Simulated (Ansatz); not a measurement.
# CHNSi+ (doublet): from Hartree-Fock to the top rungs, cc-pVDZ

An exercise on one series of results from a longer session: the logs are not shown, and one member is left open.

Method: cc-pVDZ, core rule «outside noble gas», up to 7 orbitals frozen; program: Ansatz 0.2.0, Gaussian basis.

Plan: UHF; CCSD(T) on ROHF; CCSD(T) on UHF; BCCD(T) on ROHF; CISD; CCSDT(Q) on ROHF; CCSDT(Q) on UHF; CASSCF and MRCISD+Q, 9 electrons in 9 orbitals; CASSCF and NEVPT2, 9 electrons in 9 orbitals.

20 further runs of the same task are left out: 6 that didn't finish, 14 set aside as unsound or not needed.

## What is computed

The geometry is a PBE0/def2-TZVP stationary point (not a proven minimum) of the parent state, kept for this charge and spin.

4 atoms, charge 1, spin multiplicity 2.

Atoms are counted from 1 here; the program's logs count them from 0.

Bond lengths: C1–N2 1.240 Å, C1–Si3 1.952 Å, N2–H4 1.013 Å. Angles: N2–C1–Si3 78.7°, C1–N2–H4 135.7°.

The first run:

Contents of in.yaml:

```yaml
crystal:
  periodic: [false, false, false]
  atoms:
    - {symbol: C, position_ang: [0.000000, -0.784833, 0.780179]}
    - {symbol: N, position_ang: [0.000000, 0.409287, 1.114041]}
    - {symbol: Si, position_ang: [0.000000, 0.098619, -0.960690]}
    - {symbol: H, position_ang: [0.000000, 0.916592, 1.991118]}
basis:
  gaussian: {orbitals: cc-pVDZ}
total_charge: 1
magnetization: {spin_polarized: true, initial_magnetization: 1}
hamiltonian: {xc: hf}
output: {orbitals: {seedname: orbitals}}
```

Launch:

```
$ ansatz run in.yaml --threads 1 --pin off --events-out ev --progress --plain --max-ram 2393MiB
```

Among the steps run: UHF; CCSD(T) on ROHF; CCSD(T) on UHF; BCCD(T) on ROHF; CISD; CCSDT(Q) on ROHF; CCSDT(Q) on UHF; CASSCF and MRCISD+Q, 9 electrons in 9 orbitals; CASSCF and NEVPT2, 9 electrons in 9 orbitals.

One table of the session follows, with a row left open; its other results are not shown here.

It belongs to the step «Misses and costs». 

```
           method  from UCCSDT(Q) (kJ/mol)
             ROHF                   +997.5
              UHF                   +981.2
             RMP2                   +120.7
             UMP2                   +125.4
             CISD                        ?
            RCCSD                    +50.6
            UCCSD                    +49.9
         RCCSD(T)                     +7.1
         UCCSD(T)                     +7.3
          BCCD(T)                     +6.9
           RCCSDT                     +4.5
           UCCSDT                     +4.3
        RCCSDT(Q)                     +0.4
        UCCSDT(Q)                        0
  CASSCF frontier                   +670.7
  MRCISD frontier                    +72.4
MRCISD+Q frontier                    +10.7
```

Q: Estimate the row for CISD from the others.

**Answer.** from UCCSDT(Q) (kJ/mol): +152.5. In the column «from UCCSDT(Q) (kJ/mol)» it lies between UMP2 (+125.4) and CASSCF frontier (+670.7).

Not comparable, so not listed: CASSCF and NEVPT2, 9 electrons in 9 orbitals (they don't share determinant, frozen orbitals or solution with the rows shown, or repeat one).

To keep in mind: Restricted and unrestricted rows rest on different reference determinants; where their highest levels disagree by more than a few hundredths of an eV, they describe different states and don't form one ladder. Warnings in the runs' records: passed over end.
